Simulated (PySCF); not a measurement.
Question: What does the GFN2-xTB structure of InChI=1S/C2H7N/c1-2-3/h2-3H2,1H3 look like in three dimensions?

Answer: 
```xyz
10
C2H7N angstrom
C     -1.058   -0.148    0.120
C      0.247    0.545   -0.284
N      1.454   -0.198    0.030
H     -1.913    0.468   -0.148
H     -1.079   -0.321    1.195
H     -1.151   -1.108   -0.386
H      0.318    1.513    0.221
H      0.247    0.726   -1.363
H      1.438   -1.100   -0.436
H      1.506   -0.372    1.029
```

Orientation and origin are arbitrary. Atoms count from 1 in this order. N3 (primary amine nitrogen) is pyramidal (angles 110.1°, 110.0° and 107.5°, sum 327.6°, 0.38 Å off the plane of its three neighbours).

Bonds between heavy atoms (Å): C1–C2 1.532, C2–N3 1.452.

Structure optimised with GFN2-xTB, isolated species.

Point group: Cs (tolerance 0.08 Å). Whether it is a minimum is left open (no frequencies). One conformer, not necessarily the lowest (C1–C2–N3–H 59° and -59°).

All values are computed, not measured.
